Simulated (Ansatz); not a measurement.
# Si2H2 (quintet): wave-function methods side by side, cc-pVDZ

How much of the correlation energy of Si2H2 (quintet) does each wave-function method recover here?

The runs use Ansatz 0.2.0, Gaussian basis; cc-pVDZ, core rule «outside noble gas», up to 10 orbitals frozen.

The runs, in order: UHF; CCSD(T) on ROHF; CCSD(T) on UHF; BCCD(T) on ROHF; CISD; CCSDT(Q) on ROHF; CCSDT(Q) on UHF; CCSDTQ on ROHF; CASSCF and MRCISD+Q, 10 electrons in 10 orbitals; CASSCF and NEVPT2, 10 electrons in 10 orbitals.

6 further runs of the same task are left out: 6 set aside as unsound or not needed.

## Step 1: What is computed

The geometry is a PBE0/def2-TZVP stationary point (not a proven minimum) of the parent state, kept for this charge and spin.

4 atoms, charge 0, spin multiplicity 5.

Atoms are counted from 1 here; the program's logs count them from 0.

Bond lengths: Si1–Si2 2.273 Å, Si1–H3 1.514 Å, Si2–H4 1.514 Å. Angles: Si2–Si1–H3 104.6°, Si1–Si2–H4 104.6°.

Geometry (Å):

```
Si    0.00000   -0.13559    1.12851
Si    0.00000    0.13559   -1.12851
H     0.00000    1.27342    1.68231
H     0.00000   -1.27342   -1.68231
```

## Step 2: UHF

File in.yaml:

```yaml
crystal:
  periodic: [false, false, false]
  atoms:
    - {symbol: Si, position_ang: [0.000000, -0.135595, 1.128508]}
    - {symbol: Si, position_ang: [0.000000, 0.135595, -1.128508]}
    - {symbol: H, position_ang: [0.000000, 1.273421, 1.682307]}
    - {symbol: H, position_ang: [0.000000, -1.273421, -1.682307]}
basis:
  gaussian: {orbitals: cc-pVDZ}
magnetization: {spin_polarized: true, initial_magnetization: 4}
hamiltonian: {xc: hf}
output: {orbitals: {seedname: orbitals}}
```

On the command line:

```console
> ansatz run in.yaml --threads 1 --pin off --events-out ev --progress --plain --max-ram 4096MiB --backend cpu
```

After this run come: CCSD(T) on ROHF; CCSD(T) on UHF; BCCD(T) on ROHF; CISD; CCSDT(Q) on ROHF; CCSDT(Q) on UHF; CCSDTQ on ROHF; CASSCF and MRCISD+Q, 10 electrons in 10 orbitals; CASSCF and NEVPT2, 10 electrons in 10 orbitals.

Q: Predict the results of all the runs planned. Wanted: RCCSDTQ below the RHF energy; RMP2 from RCCSDTQ; UMP2 from RCCSDTQ; RCCSD from RCCSDTQ; RCCSD(T) from RCCSDTQ; UCCSD(T) from RCCSDTQ; RCCSDT(Q) from RCCSDTQ; UCCSDT(Q) from RCCSDTQ; NEVPT2 valence from RCCSDTQ.

The runs gave:

| quantity | value |
| --- | --- |
| RCCSDTQ below the RHF energy | -4.5704 eV |
| RMP2 from RCCSDTQ | +1099.5 meV |
| UMP2 from RCCSDTQ | +1092.8 meV |
| RCCSD from RCCSDTQ | +160.9 meV |
| RCCSD(T) from RCCSDTQ | +39.2 meV |
| UCCSD(T) from RCCSDTQ | +38.7 meV |
| RCCSDT(Q) from RCCSDTQ | +0.9 meV |
| UCCSDT(Q) from RCCSDTQ | +0.2 meV |
| NEVPT2 valence from RCCSDTQ | +987.0 meV |
| MRCISD+Q valence from RCCSDTQ | +30.7 meV |
| levels within 1 kcal/mol (43 meV) | RCCSD(T), UCCSD(T), BCCD(T), RCCSDT, UCCSDT, RCCSDT(Q), UCCSDT(Q), MRCISD+Q valence |
| T1 diagnostic | 0.024 |
| effectively unpaired electrons | 4.01 |

What this shows: RCCSD(T) misses by +39.2 meV, 0.9 % of the correlation energy. One determinant dominates. Of the multireference levels listed MRCISD+Q valence comes nearest in total energy (+30.7 meV), which doesn't show that its space is the better one. These misses are within one basis, not against nature; the frozen cores of restricted and unrestricted runs differ, which can shift their rows.
